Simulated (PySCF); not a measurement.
# C2H3Br, a complex of two parts: interaction energy, part 2 of 3

PySCF 2.14.0. Atoms count from 0, parts from 1.

### Step 5. Coupled-cluster interaction energy: CCSD(T) and MP2, 2.63 Å

Job settings and geometry (Å):

```
{"job": {"kind": "intercc", "basis": "aug-cc-pVDZ", "basis_mid": "aug-cc-pVTZ", "basis_large": "aug-cc-pVQZ"}, "charge": 0, "multiplicity": 1, "parts": [{"atoms": "0-3", "charge": 0, "multiplicity": 1}, {"atoms": "4-5", "charge": 0, "multiplicity": 1}]}
C     -0.424184    -0.001339     0.108198
C      0.697333     0.031453    -0.313239
H     -1.421401    -0.034984     0.482409
H      1.694381     0.057084    -0.688450
Br     0.278270     3.924249     0.659512
H      0.265527     2.520590     0.372839
```

Method: CCSD(T)/aug-cc-pVDZ and MP2/aug-cc-pVTZ, aug-cc-pVQZ counterpoise interaction energy, frozen core, gas phase.

The log of the run:

```text
part 1, own basis, geometry of the cluster: E = -76.8504131625 (as before)

part 2, own basis, geometry of the cluster: E = -2573.0485326416 (as before)

part 1, own basis, relaxed alone: E = -76.8505362898 (as before)

part 2, own basis, relaxed alone: E = -2573.0487568512 (as before)

cluster
final grid: 6480 points
cycle   1  E = -2649.9001969324  dE = -1.995e-03  |g| = 1.513e-02  |ddm| = 4.300e-01
cycle   2  E = -2649.9003654847  dE = -1.686e-04  |g| = 5.068e-03  |ddm| = 6.726e-02
cycle   3  E = -2649.9003907710  dE = -2.529e-05  |g| = 1.447e-03  |ddm| = 2.187e-02
cycle   4  E = -2649.9003923661  dE = -1.595e-06  |g| = 6.142e-04  |ddm| = 4.521e-03
cycle   5  E = -2649.9003925331  dE = -1.670e-07  |g| = 2.075e-04  |ddm| = 1.315e-03
cycle   6  E = -2649.9003925545  dE = -2.143e-08  |g| = 4.062e-05  |ddm| = 4.865e-04
cycle   7  E = -2649.9003925553  dE = -8.095e-10  |g| = 1.319e-05  |ddm| = 8.891e-05
converged SCF energy = -2649.9003925553

part 1 in the basis of the cluster
final grid: 6480 points
cycle   1  E = -76.8504679709  dE = -5.460e-05  |g| = 1.472e-03  |ddm| = 2.659e-01
cycle   2  E = -76.8504687246  dE = -7.537e-07  |g| = 1.929e-04  |ddm| = 2.980e-02
cycle   3  E = -76.8504687424  dE = -1.787e-08  |g| = 1.762e-05  |ddm| = 4.355e-03
cycle   4  E = -76.8504687426  dE = -1.983e-10  |g| = 4.817e-06  |ddm| = 2.082e-04
converged SCF energy = -76.8504687426

part 2 in the basis of the cluster
final grid: 6480 points
cycle   1  E = -2573.0485447512  dE = -1.462e-05  |g| = 6.172e-04  |ddm| = 2.430e-01
cycle   2  E = -2573.0485448880  dE = -1.368e-07  |g| = 9.148e-05  |ddm| = 2.370e-02
cycle   3  E = -2573.0485448913  dE = -3.290e-09  |g| = 2.863e-05  |ddm| = 3.098e-03
cycle   4  E = -2573.0485448915  dE = -1.164e-10  |g| = 4.054e-06  |ddm| = 2.162e-04
converged SCF energy = -2573.0485448915

Interaction energy (kcal/mol)
  counterpoise       -2.773
  uncorrected        -3.509
  dispersion part     0.000
  deformation         0.113
  binding            -2.660

Decomposition of the uncorrected value (kcal/mol)
  electrostatic      -3.168
  Pauli               3.634
  orbital            -1.375
  dispersion          0.000
  correlation        -2.599

Charge of each part in the cluster: 0.012 -0.012
part 1, own basis, geometry of the cluster: E = -76.8548305138 (as before)

part 2, own basis, geometry of the cluster: E = -2573.0514508682 (as before)

part 1, own basis, relaxed alone: E = -76.8549581964 (as before)

part 2, own basis, relaxed alone: E = -2573.0516877866 (as before)

cluster
final grid: 6480 points
cycle   1  E = -2649.9074643249  dE = -1.994e-03  |g| = 1.536e-02  |ddm| = 3.574e-01
cycle   2  E = -2649.9076381314  dE = -1.738e-04  |g| = 5.197e-03  |ddm| = 4.860e-02
cycle   3  E = -2649.9076640893  dE = -2.596e-05  |g| = 1.553e-03  |ddm| = 1.969e-02
cycle   4  E = -2649.9076659008  dE = -1.812e-06  |g| = 6.338e-04  |ddm| = 5.660e-03
cycle   5  E = -2649.9076660763  dE = -1.756e-07  |g| = 2.180e-04  |ddm| = 1.498e-03
cycle   6  E = -2649.9076660999  dE = -2.359e-08  |g| = 5.036e-05  |ddm| = 5.464e-04
cycle   7  E = -2649.9076661009  dE = -1.009e-09  |g| = 1.479e-05  |ddm| = 1.286e-04
cycle   8  E = -2649.9076661011  dE = -1.805e-10  |g| = 5.872e-06  |ddm| = 5.506e-05
converged SCF energy = -2649.9076661011

part 1 in the basis of the cluster
final grid: 6480 points
cycle   1  E = -76.8548412716  dE = -1.049e-05  |g| = 5.669e-04  |ddm| = 2.237e-01
cycle   2  E = -76.8548413786  dE = -1.070e-07  |g| = 6.229e-05  |ddm| = 2.039e-02
cycle   3  E = -76.8548413806  dE = -2.051e-09  |g| = 5.578e-06  |ddm| = 2.688e-03
cycle   4  E = -76.8548413806  dE = -1.893e-11  |g| = 2.663e-06  |ddm| = 1.727e-04
converged SCF energy = -76.8548413806

part 2 in the basis of the cluster
final grid: 6480 points
cycle   1  E = -2573.0514524995  dE = -3.237e-06  |g| = 2.679e-04  |ddm| = 2.149e-01
cycle   2  E = -2573.0514525326  dE = -3.307e-08  |g| = 3.495e-05  |ddm| = 1.670e-02
cycle   3  E = -2573.0514525333  dE = -7.508e-10  |g| = 6.389e-06  |ddm| = 1.945e-03
converged SCF energy = -2573.0514525333

Interaction energy (kcal/mol)
  counterpoise       -2.899
  uncorrected        -3.446
  dispersion part     0.000
  deformation         0.144
  binding            -2.755

Decomposition of the uncorrected value (kcal/mol)
  electrostatic      -3.151
  Pauli               3.659
  orbital            -1.378
  dispersion          0.000
  correlation        -2.576

Charge of each part in the cluster: 0.012 -0.012
part 1 in the basis of the cluster: E(HF) = -76.828767868  E2 = -0.262865598  E(CCSD corr) = -0.279078212  (T) = -0.012251293
part 2 in the basis of the cluster: E(HF) = -2572.973714831  E2 = -0.151661589  E(CCSD corr) = -0.165755480  (T) = -0.003902977
cluster: E(HF) = -2649.803890559  E2 = -0.416906775  E(CCSD corr) = -0.446233317  (T) = -0.016492051

Counterpoise interaction energy (kcal/mol)
  hf_small                  -0.883
  mp2_small                 -2.377
  ccsd_small                -1.762
  ccsdt_small               -1.974
  hf_large                  -0.861
  mp2_large                 -2.899
  hf_middle                 -0.865
  mp2_middle                -2.773
  scs_mp2_large             -2.324
  mp2_limit                 -2.994
  ccsdt_less_mp2             0.403
  ccsdt_limit_estimate      -2.591
  bsse_mp2_large             0.547
```

Wall time 4.4 min (1 thread of Arm Neoverse N1, shared host); peak memory 1.5 GiB.

Contacts at this geometry (a selection, picked against the atoms' radii; other short pairs can be missing):

```csv
atoms,distance (Å),kind (by distance and angle),angle (°)
C1···H5,2.62,inside the van der Waals sum,–
```

```csv
method,interaction energy (kcal/mol),"from CCSD(T), limit estimate (kcal/mol)"
HF/aug-cc-pVDZ,-0.88,+1.71
MP2/aug-cc-pVDZ,-2.38,+0.21
CCSD/aug-cc-pVDZ,-1.76,+0.83
CCSD(T)/aug-cc-pVDZ,-1.97,+0.62
HF/aug-cc-pVQZ,-0.86,+1.73
MP2/aug-cc-pVQZ,-2.90,-0.31
SCS-MP2/aug-cc-pVQZ,-2.32,+0.27
"MP2, extrapolated",-2.99,-0.40
"CCSD(T), limit estimate",-2.59,0
```

These energies keep the parts at their geometry in the cluster; deforming them to it costs 0.14 kcal/mol (MP2).

### Step 6. Coupled-cluster interaction energy: CCSD(T) and MP2, 2.27 Å

The job, as its differences from that of step 5:

```diff
@@ -5,3 +5,3 @@
 H      1.694381     0.057084    -0.688450
-Br     0.278270     3.924249     0.659512
-H      0.265527     2.520590     0.372839
+Br     0.184218     3.580350     0.623425
+H      0.171475     2.176691     0.336752
```

With the program's defaults for keys left out, this is: CCSD(T)/aug-cc-pVDZ and MP2/aug-cc-pVTZ, aug-cc-pVQZ counterpoise interaction energy, frozen core, gas phase.

The log of the run:

```text
part 1, own basis, geometry of the cluster: E = -76.8504131625 (as before)

part 2, own basis, geometry of the cluster: E = -2573.0485326416 (as before)

part 1, own basis, relaxed alone: E = -76.8505362898 (as before)

part 2, own basis, relaxed alone: E = -2573.0487568512 (as before)

cluster
final grid: 6480 points
cycle   1  E = -2649.8972909955  dE = -5.375e-03  |g| = 2.603e-02  |ddm| = 5.478e-01
cycle   2  E = -2649.8977827470  dE = -4.918e-04  |g| = 9.025e-03  |ddm| = 8.234e-02
cycle   3  E = -2649.8978621090  dE = -7.936e-05  |g| = 2.470e-03  |ddm| = 3.275e-02
cycle   4  E = -2649.8978665634  dE = -4.454e-06  |g| = 1.161e-03  |ddm| = 7.461e-03
cycle   5  E = -2649.8978671538  dE = -5.903e-07  |g| = 3.475e-04  |ddm| = 2.420e-03
cycle   6  E = -2649.8978672184  dE = -6.457e-08  |g| = 5.591e-05  |ddm| = 7.896e-04
cycle   7  E = -2649.8978672206  dE = -2.250e-09  |g| = 2.137e-05  |ddm| = 1.786e-04
cycle   8  E = -2649.8978672210  dE = -3.674e-10  |g| = 9.713e-06  |ddm| = 5.712e-05
converged SCF energy = -2649.8978672210

part 1 in the basis of the cluster
final grid: 6480 points
cycle   1  E = -76.8504799321  dE = -6.645e-05  |g| = 1.742e-03  |ddm| = 2.969e-01
cycle   2  E = -76.8504808930  dE = -9.609e-07  |g| = 2.308e-04  |ddm| = 3.266e-02
cycle   3  E = -76.8504809168  dE = -2.378e-08  |g| = 1.976e-05  |ddm| = 5.284e-03
cycle   4  E = -76.8504809171  dE = -2.360e-10  |g| = 5.033e-06  |ddm| = 3.391e-04
converged SCF energy = -76.8504809171

part 2 in the basis of the cluster
final grid: 6480 points
cycle   1  E = -2573.0485503838  dE = -2.104e-05  |g| = 7.683e-04  |ddm| = 3.170e-01
cycle   2  E = -2573.0485505845  dE = -2.008e-07  |g| = 1.200e-04  |ddm| = 3.313e-02
cycle   3  E = -2573.0485505894  dE = -4.859e-09  |g| = 4.018e-05  |ddm| = 4.401e-03
cycle   4  E = -2573.0485505896  dE = -2.137e-10  |g| = 4.945e-06  |ddm| = 3.792e-04
converged SCF energy = -2573.0485505896

Interaction energy (kcal/mol)
  counterpoise       -2.713
  uncorrected        -3.784
  dispersion part     0.000
  deformation         0.113
  binding            -2.600

Decomposition of the uncorrected value (kcal/mol)
  electrostatic      -6.172
  Pauli              10.582
  orbital            -3.735
  dispersion          0.000
  correlation        -4.459

Charge of each part in the cluster: 0.026 -0.026
part 1, own basis, geometry of the cluster: E = -76.8548305138 (as before)

part 2, own basis, geometry of the cluster: E = -2573.0514508682 (as before)

part 1, own basis, relaxed alone: E = -76.8549581964 (as before)

part 2, own basis, relaxed alone: E = -2573.0516877866 (as before)

cluster
final grid: 6480 points
cycle   1  E = -2649.9045258339  dE = -5.322e-03  |g| = 2.603e-02  |ddm| = 4.827e-01
cycle   2  E = -2649.9050211452  dE = -4.953e-04  |g| = 9.096e-03  |ddm| = 7.347e-02
cycle   3  E = -2649.9051011179  dE = -7.997e-05  |g| = 2.546e-03  |ddm| = 3.406e-02
cycle   4  E = -2649.9051059781  dE = -4.860e-06  |g| = 1.169e-03  |ddm| = 9.109e-03
cycle   5  E = -2649.9051065585  dE = -5.804e-07  |g| = 3.693e-04  |ddm| = 2.715e-03
cycle   6  E = -2649.9051066303  dE = -7.177e-08  |g| = 5.476e-05  |ddm| = 9.697e-04
cycle   7  E = -2649.9051066325  dE = -2.206e-09  |g| = 2.216e-05  |ddm| = 2.016e-04
cycle   8  E = -2649.9051066328  dE = -3.429e-10  |g| = 9.903e-06  |ddm| = 5.972e-05
converged SCF energy = -2649.9051066328

part 1 in the basis of the cluster
final grid: 6480 points
cycle   1  E = -76.8548443686  dE = -1.346e-05  |g| = 6.962e-04  |ddm| = 2.639e-01
cycle   2  E = -76.8548445164  dE = -1.478e-07  |g| = 7.787e-05  |ddm| = 2.776e-02
cycle   3  E = -76.8548445193  dE = -2.916e-09  |g| = 6.216e-06  |ddm| = 4.050e-03
cycle   4  E = -76.8548445194  dE = -2.481e-11  |g| = 2.563e-06  |ddm| = 2.652e-04
converged SCF energy = -76.8548445194

part 2 in the basis of the cluster
final grid: 6480 points
cycle   1  E = -2573.0514534904  dE = -4.718e-06  |g| = 3.326e-04  |ddm| = 2.488e-01
cycle   2  E = -2573.0514535381  dE = -4.775e-08  |g| = 4.332e-05  |ddm| = 2.248e-02
cycle   3  E = -2573.0514535392  dE = -1.110e-09  |g| = 9.033e-06  |ddm| = 2.845e-03
cycle   4  E = -2573.0514535393  dE = -1.637e-11  |g| = 2.578e-06  |ddm| = 1.595e-04
converged SCF energy = -2573.0514535393

Interaction energy (kcal/mol)
  counterpoise       -2.955
  uncorrected        -3.835
  dispersion part     0.000
  deformation         0.144
  binding            -2.811

Decomposition of the uncorrected value (kcal/mol)
  electrostatic      -6.177
  Pauli              10.618
  orbital            -3.704
  dispersion          0.000
  correlation        -4.571

Charge of each part in the cluster: 0.025 -0.025
part 1 in the basis of the cluster: E(HF) = -76.828808934  E2 = -0.263152072  E(CCSD corr) = -0.279341343  (T) = -0.012294811
part 2 in the basis of the cluster: E(HF) = -2572.973753765  E2 = -0.152007295  E(CCSD corr) = -0.166111702  (T) = -0.003935582
cluster: E(HF) = -2649.801372870  E2 = -0.419331893  E(CCSD corr) = -0.447853455  (T) = -0.016795727

Counterpoise interaction energy (kcal/mol)
  hf_small                   0.747
  mp2_small                 -1.872
  ccsd_small                -0.760
  ccsdt_small               -1.114
  hf_large                   0.748
  mp2_large                 -2.955
  hf_middle                  0.731
  mp2_middle                -2.713
  scs_mp2_large             -1.949
  mp2_limit                 -3.144
  ccsdt_less_mp2             0.757
  ccsdt_limit_estimate      -2.387
  bsse_mp2_large             0.880
```

Wall time 4.3 min (1 thread of Arm Neoverse N1, shared host); peak memory 1.5 GiB.

Contacts at this geometry (a selection, picked against the atoms' radii; other short pairs can be missing):

```csv
atoms,distance (Å),kind (by distance and angle),angle (°)
C0···H5,2.27,inside the van der Waals sum,–
```

Differences are taken before rounding.

```csv
method,interaction energy (kcal/mol),"from CCSD(T), limit estimate (kcal/mol)"
HF/aug-cc-pVDZ,0.75,+3.13
MP2/aug-cc-pVDZ,-1.87,+0.52
CCSD/aug-cc-pVDZ,-0.76,+1.63
CCSD(T)/aug-cc-pVDZ,-1.11,+1.27
HF/aug-cc-pVQZ,0.75,+3.13
MP2/aug-cc-pVQZ,-2.96,-0.57
SCS-MP2/aug-cc-pVQZ,-1.95,+0.44
"MP2, extrapolated",-3.14,-0.76
"CCSD(T), limit estimate",-2.39,0
```

These energies keep the parts at their geometry in the cluster; deforming them to it costs 0.14 kcal/mol (MP2).

### Step 7. Coupled-cluster interaction energy: CCSD(T) and MP2, 2.99 Å

The job, as its differences from that of step 6:

```diff
@@ -5,3 +5,3 @@
 H      1.694381     0.057084    -0.688450
-Br     0.184218     3.580350     0.623425
-H      0.171475     2.176691     0.336752
+Br     0.372322     4.268149     0.695600
+H      0.359578     2.864490     0.408927
```

With the program's defaults for keys left out, this is: CCSD(T)/aug-cc-pVDZ and MP2/aug-cc-pVTZ, aug-cc-pVQZ counterpoise interaction energy, frozen core, gas phase.

The log of the run:

```text
part 1, own basis, geometry of the cluster: E = -76.8504131625 (as before)

part 2, own basis, geometry of the cluster: E = -2573.0485326416 (as before)

part 1, own basis, relaxed alone: E = -76.8505362898 (as before)

part 2, own basis, relaxed alone: E = -2573.0487568512 (as before)

cluster
final grid: 6480 points
cycle   1  E = -2649.9006423714  dE = -7.820e-04  |g| = 9.323e-03  |ddm| = 3.811e-01
cycle   2  E = -2649.9007045276  dE = -6.216e-05  |g| = 3.132e-03  |ddm| = 5.525e-02
cycle   3  E = -2649.9007132634  dE = -8.736e-06  |g| = 1.352e-03  |ddm| = 1.432e-02
cycle   4  E = -2649.9007142393  dE = -9.759e-07  |g| = 5.100e-04  |ddm| = 3.694e-03
cycle   5  E = -2649.9007143668  dE = -1.275e-07  |g| = 1.392e-04  |ddm| = 1.149e-03
cycle   6  E = -2649.9007143785  dE = -1.170e-08  |g| = 3.925e-05  |ddm| = 4.273e-04
cycle   7  E = -2649.9007143795  dE = -1.053e-09  |g| = 1.540e-05  |ddm| = 8.721e-05
cycle   8  E = -2649.9007143799  dE = -3.524e-10  |g| = 7.553e-06  |ddm| = 5.949e-05
converged SCF energy = -2649.9007143799

part 1 in the basis of the cluster
final grid: 6480 points
cycle   1  E = -76.8504481527  dE = -3.487e-05  |g| = 1.115e-03  |ddm| = 2.718e-01
cycle   2  E = -76.8504486636  dE = -5.109e-07  |g| = 1.555e-04  |ddm| = 2.827e-02
cycle   3  E = -76.8504486765  dE = -1.293e-08  |g| = 1.505e-05  |ddm| = 3.840e-03
cycle   4  E = -76.8504486767  dE = -1.544e-10  |g| = 4.349e-06  |ddm| = 1.402e-04
converged SCF energy = -76.8504486767

part 2 in the basis of the cluster
final grid: 6480 points
cycle   1  E = -2573.0485407930  dE = -9.798e-06  |g| = 4.882e-04  |ddm| = 1.684e-01
cycle   2  E = -2573.0485408858  dE = -9.282e-08  |g| = 7.033e-05  |ddm| = 1.588e-02
cycle   3  E = -2573.0485408880  dE = -2.277e-09  |g| = 2.020e-05  |ddm| = 2.064e-03
cycle   4  E = -2573.0485408881  dE = -6.276e-11  |g| = 3.288e-06  |ddm| = 1.180e-04
converged SCF energy = -2573.0485408881

Interaction energy (kcal/mol)
  counterpoise       -2.129
  uncorrected        -2.632
  dispersion part     0.000
  deformation         0.113
  binding            -2.016

Decomposition of the uncorrected value (kcal/mol)
  electrostatic      -1.792
  Pauli               1.217
  orbital            -0.536
  dispersion          0.000
  correlation        -1.521

Charge of each part in the cluster: 0.006 -0.006
part 1, own basis, geometry of the cluster: E = -76.8548305138 (as before)

part 2, own basis, geometry of the cluster: E = -2573.0514508682 (as before)

part 1, own basis, relaxed alone: E = -76.8549581964 (as before)

part 2, own basis, relaxed alone: E = -2573.0516877866 (as before)

cluster
final grid: 6480 points
cycle   1  E = -2649.9079374920  dE = -7.736e-04  |g| = 9.587e-03  |ddm| = 2.854e-01
cycle   2  E = -2649.9080022597  dE = -6.477e-05  |g| = 3.264e-03  |ddm| = 3.813e-02
cycle   3  E = -2649.9080113339  dE = -9.074e-06  |g| = 1.410e-03  |ddm| = 1.246e-02
cycle   4  E = -2649.9080124150  dE = -1.081e-06  |g| = 5.270e-04  |ddm| = 4.239e-03
cycle   5  E = -2649.9080125463  dE = -1.313e-07  |g| = 1.515e-04  |ddm| = 1.217e-03
cycle   6  E = -2649.9080125595  dE = -1.315e-08  |g| = 4.605e-05  |ddm| = 4.209e-04
cycle   7  E = -2649.9080125607  dE = -1.195e-09  |g| = 1.629e-05  |ddm| = 1.256e-04
cycle   8  E = -2649.9080125610  dE = -3.629e-10  |g| = 8.413e-06  |ddm| = 5.768e-05
converged SCF energy = -2649.9080125610

part 1 in the basis of the cluster
final grid: 6480 points
cycle   1  E = -76.8548376901  dE = -7.017e-06  |g| = 4.740e-04  |ddm| = 2.010e-01
cycle   2  E = -76.8548377759  dE = -8.586e-08  |g| = 5.899e-05  |ddm| = 1.959e-02
cycle   3  E = -76.8548377778  dE = -1.832e-09  |g| = 4.890e-06  |ddm| = 2.667e-03
cycle   4  E = -76.8548377778  dE = -1.197e-11  |g| = 2.708e-06  |ddm| = 1.086e-04
converged SCF energy = -76.8548377778

part 2 in the basis of the cluster
final grid: 6480 points
cycle   1  E = -2573.0514521327  dE = -2.265e-06  |g| = 2.190e-04  |ddm| = 1.670e-01
cycle   2  E = -2573.0514521559  dE = -2.320e-08  |g| = 2.850e-05  |ddm| = 1.221e-02
cycle   3  E = -2573.0514521565  dE = -5.239e-10  |g| = 4.312e-06  |ddm| = 1.482e-03
converged SCF energy = -2573.0514521565

Interaction energy (kcal/mol)
  counterpoise       -2.196
  uncorrected        -2.553
  dispersion part     0.000
  deformation         0.144
  binding            -2.052

Decomposition of the uncorrected value (kcal/mol)
  electrostatic      -1.783
  Pauli               1.228
  orbital            -0.533
  dispersion          0.000
  correlation        -1.466

Charge of each part in the cluster: 0.006 -0.006
part 1 in the basis of the cluster: E(HF) = -76.828733407  E2 = -0.262627368  E(CCSD corr) = -0.278856881  (T) = -0.012213190
part 2 in the basis of the cluster: E(HF) = -2572.973685008  E2 = -0.151437180  E(CCSD corr) = -0.165530329  (T) = -0.003882611
cluster: E(HF) = -2649.804203054  E2 = -0.415405764  E(CCSD corr) = -0.445172109  (T) = -0.016294611

Counterpoise interaction energy (kcal/mol)
  hf_small                  -1.120
  mp2_small                 -1.962
  ccsd_small                -1.612
  ccsdt_small               -1.737
  hf_large                  -1.081
  mp2_large                 -2.196
  hf_middle                 -1.082
  mp2_middle                -2.129
  scs_mp2_large             -1.863
  mp2_limit                 -2.245
  ccsdt_less_mp2             0.224
  ccsdt_limit_estimate      -2.021
  bsse_mp2_large             0.357
```

Run time: 4.3 min. Hardware: 1 thread of Arm Neoverse N1, shared host; peak memory 1.5 GiB.

Contacts at this geometry (a selection, picked against the atoms' radii; other short pairs can be missing):

```csv
atoms,distance (Å),kind (by distance and angle),angle (°)
C1···H5,2.94,at van der Waals distance,–
```

Differences are taken before rounding.

```csv
method,interaction energy (kcal/mol),"from CCSD(T), limit estimate (kcal/mol)"
HF/aug-cc-pVDZ,-1.12,+0.90
MP2/aug-cc-pVDZ,-1.96,+0.06
CCSD/aug-cc-pVDZ,-1.61,+0.41
CCSD(T)/aug-cc-pVDZ,-1.74,+0.28
HF/aug-cc-pVQZ,-1.08,+0.94
MP2/aug-cc-pVQZ,-2.20,-0.17
SCS-MP2/aug-cc-pVQZ,-1.86,+0.16
"MP2, extrapolated",-2.25,-0.22
"CCSD(T), limit estimate",-2.02,0
```

These energies keep the parts at their geometry in the cluster; deforming them to it costs 0.14 kcal/mol (MP2).

(Continued in part 3 of 3.)
